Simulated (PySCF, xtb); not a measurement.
Homolysis of single bonds, series SiF3-X. Gas-phase values, no solvent. One relaxed conformer stands for each flexible species; it need not be the lowest. Strings in code marks are SMILES.

Quantity: homolytic bond dissociation enthalpy at 298 K (no spin–orbit term), in kJ/mol. Thermal and zero-point terms are GFN2-xTB rigid-rotor harmonic values (xtb).

Case: F–Si bond of `F[SiH](F)F`, giving `F[SiH]F` and `[F]`. Geometry of `F[SiH](F)F` (neutral, multiplicity 1, Å):

```xyz
5

F     -0.8080    -1.2461    -0.4789
Si     0.0023    -0.0003     0.0413
F     -0.7188     1.3039    -0.4668
F      1.4417    -0.0476    -0.5951
H      0.0828    -0.0100     1.4996
```

Q: Estimate the homolytic bond dissociation enthalpy at 298 K (no spin–orbit term) that r2SCAN-D4/def2-TZVP (PySCF) returns for this input.

A: 669.0 kJ/mol.
